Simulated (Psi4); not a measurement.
Psi4 input (wB97X-D/6-311+G**):

```
memory 1500 MB

molecule {
0 2
C     0.03001831    0.38890657    0.00079542
C     1.23978496   -0.08731897   -0.00655119
F    -1.07186953   -0.39122524    0.00452518
H    -0.22543144    1.44614772    0.00468087
H     2.25343763    0.26535385   -0.01087281
symmetry c1
no_reorient
no_com
}

set {
  basis 6-311+G**
  reference uks
  scf_type pk
  dft_radial_points 99
  dft_spherical_points 590
  e_convergence 1e-8
  d_convergence 1e-7
  maxiter 150
}

e = energy('wb97x-d')
print_out(f'\nFINAL {e:.10f} DIPOLE {variable("CURRENT DIPOLE")[0]:.6f} {variable("CURRENT DIPOLE")[1]:.6f} {variable("CURRENT DIPOLE")[2]:.6f}\n')
```

From the last part of the output:

```
  HONO-1 :   11  A 1.9947636
  HONO-0 :   12  A 1.0000000
  LUNO+0 :   13  A 0.0052364
  LUNO+1 :   14  A 0.0009118
  LUNO+2 :   15  A 0.0002198
  LUNO+3 :   16  A 0.0001718

Computation Completed

Properties will be evaluated at   0.000000,   0.000000,   0.000000 [a0]

Properties computed using the SCF density matrix

 Multipole Moments:

 ------------------------------------------------------------------------------------
     Multipole            Electronic (a.u.)      Nuclear  (a.u.)        Total (a.u.)
 ------------------------------------------------------------------------------------

 L = 1.  Multiply by 2.5417464519 to convert [e a0] to [Debye]
 Dipole X            :          0.5405755            0.0000001            0.5405756
 Dipole Y            :          0.6494466            0.0000000            0.6494467
 Dipole Z            :         -0.0011791            0.0000001           -0.0011790
 Magnitude           :                                                    0.8449877

 ------------------------------------------------------------------------------------

FINAL -177.1279410560 DIPOLE 0.540576 0.649447 -0.001179

*** Psi4 exiting successfully. Buy a developer a beer!
```

The geometry given is a B3LYP-D3(BJ)/def2-TZVP minimum.
